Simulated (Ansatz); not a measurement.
## Ansatz (development build ahead of 0.2.0) run

```yaml
crystal:
  periodic: [false, false, false]
  atoms:
    - { symbol: C, position_ang: [0.0, 0.0, 0.0] }
    - { symbol: H, position_ang: [0.0, 3.2, 2.4] }
    - { symbol: H, position_ang: [0.0, -3.2, 2.4] }
basis:
  gaussian: { orbitals: pcseg-2 }
magnetization:
  initial_magnetization: 2
hamiltonian:
  xc: pbe
```

The input is written out in the form of the current development build from the run's settings.

The run gave:

```json
{"Converged": "yes", "Total energy": "-38.73571 hartree", "Spin squared of the determinant": "2.000", "Stability test": "minimum among restricted orbitals"}
```

Caution: stretched shape with no unrestricted run beside it, a lower state can exist; charge can spread falsely over distant fragments; other spin multiplicities may lie lower.
